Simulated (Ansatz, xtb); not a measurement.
**Two isomers of H5OSi2**

Structure X: `[O][SiH2][SiH3]`, a doublet. Structure Y: `O[SiH2][SiH2]`, a doublet. Both are isolated molecules in the gas phase, relaxed with r2SCAN-D4/def2-SVP; the shapes shown needn't be the lowest conformers.

X (Å):

```csv
atom,x (Å),y (Å),z (Å)
O,-0.5616,0.4944,-1.5556
Si,-0.8555,-0.8816,-0.7488
Si,1.4081,-1.4967,-1.2530
H,-1.0455,-0.8144,0.7335
H,-1.7974,-1.8758,-1.3510
H,1.5622,-1.5565,-2.7315
H,2.3177,-0.4886,-0.6450
H,1.6593,-2.8471,-0.6528
```

Y (Å):

```xyz
8

O    -0.5162    1.5539   -0.9912
Si    0.7033    0.6658   -0.2693
Si   -0.1562   -1.2172    0.8158
H    -0.7613   -2.2862   -0.0364
H     1.6318    0.3169   -1.3817
H     1.4609    1.4440    0.7642
H    -1.2641    1.7818   -0.4263
H     0.6930   -1.8128    1.8927
```

Quicker runs give these differences E(Y) − E(X): GFN2-xTB +11.1 kcal/mol; HF/STO-3G −11.6 kcal/mol (at GFN2-xTB geometries); r2SCAN-D4/def2-SVP//GFN2-xTB −26.5 kcal/mol.

Estimate which is lower in electronic energy at CCSD(T)/def2-SVP + ΔMP2/def2-TZVPP, and by roughly how much.

The CCSD(T)/def2-SVP + ΔMP2/def2-TZVPP calculation puts structure Y lower, by 27.7 kcal/mol.

Level by level:

| level | geometry | E(Y) − E(X) (kcal/mol) | departure from the last row (kcal/mol) | job, with rough time for the two |
| --- | --- | --- | --- | --- |
| GFN2-xTB | GFN2-xTB | +11.1 | +38.8 | optimisation, 0.38 s |
| HF/STO-3G | GFN2-xTB | −11.6 | +16.0 | single point, 0.82 s |
| r2SCAN-D4/def2-SVP//GFN2-xTB | GFN2-xTB | −26.5 | +1.2 | single point, 6.9 s |
| r2SCAN-D4/def2-SVP | r2SCAN-D4/def2-SVP | −23.2 | +4.4 | optimisation, 2.3 min |
| HF/def2-SVP | r2SCAN-D4/def2-SVP | −21.5 | +6.2 | part of the CCSD(T) run |
| MP2/def2-SVP | r2SCAN-D4/def2-SVP | −36.0 | −8.3 | part of the CCSD(T) run |
| CCSD(T)/def2-SVP | r2SCAN-D4/def2-SVP | −25.9 | +1.8 | single point |
| CCSD(T)/def2-SVP + ΔMP2/def2-TZVPP | r2SCAN-D4/def2-SVP | −27.7 |  | single point, 45 s |

As drawn, Y has 1 O–H in place of 1 Si–H.

GFN2-xTB puts the two in the other order. The largest departure from CCSD(T)/def2-SVP + ΔMP2/def2-TZVPP is that of GFN2-xTB, 38.8 kcal/mol. The last row adds to CCSD(T) the change of the MP2 difference between the two basis sets, here −1.8 kcal/mol.

With harmonic frequencies from r2SCAN-D4/def2-SVP (ideal gas, rigid rotor, one conformer each, 298.15 K, 1 atm): on the last row, ΔE + ΔZPE = −25.9, ΔH = −25.8, ΔG = −25.9 kcal/mol.

Open shells are spin-unrestricted. The correlated steps freeze 11 core orbitals. Mirror images aren't counted in ΔG. Run with Ansatz 0.2.0, xtb 6.7.1; the last row on 1 thread of Intel(R) Xeon(R) Platinum 8259CL CPU @ 2.50GHz (Skylake/Cascade Lake) on a shared host.
